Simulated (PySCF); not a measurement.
**Lithium: a sound run and one with changed settings**

Sound run: Li [He] 2s1, Li⁺ 1s2. Calculation: PySCF 2.14, in cc-pVTZ-DK (4s3p2d1f, 30 functions); the spin-free X2C one-electron Hamiltonian (Gaussian nucleus). The sound run starts from symmetry-adapted Hartree-Fock orbitals and uses a fine grid where one is needed.

Changed run: initial guess minao, at most 3 SCF cycles. This setting is unsound on purpose.

```
species  method  sound run (hartree)  changed run (hartree)  converged
     Li     UHF             -7.43338               -7.43338         no
     Li   M06-L             -7.48641               -7.48640         no
     Li     PBE             -7.46167               -7.46167         no
    Li⁺     UHF             -7.23704               -7.23704         no
    Li⁺   M06-L             -7.30095               -7.30095         no
    Li⁺     PBE             -7.25650               -7.25650         no
```

The SCF was stopped early; the energies are upper bounds that still move, and correlated levels were skipped or rest on poor orbitals.
